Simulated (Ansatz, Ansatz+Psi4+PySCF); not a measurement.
```xyz
2

Li    0.0000    0.0000    0.0000
O     0.0000    0.0000    1.9412
```

Basis set: cc-pCVTZ on Li; cc-pVTZ on O (spherical functions). Frozen core: 1 orbital. Charge 0, multiplicity 2.

Computed with Ansatz (development build ahead of 0.2.0); the reference of a correlated method needn't be the lowest determinant of its kind.

**Question.** Give the atomization energy at this shape (free ground-state atoms in the same class of orbitals less the molecule, no zero-point energy) of doublet LiO by UHF-CCSD(T), UHF-CCSD.

**Answer.**

```json
{"method": "UHF-CCSD(T)", "atomization energy": "308.0 kJ/mol"}
{"method": "UHF-CCSD", "atomization energy": "297.1 kJ/mol"}
```

Caution: the reference determinant was not shown to be the lowest; the shape is not the minimum.
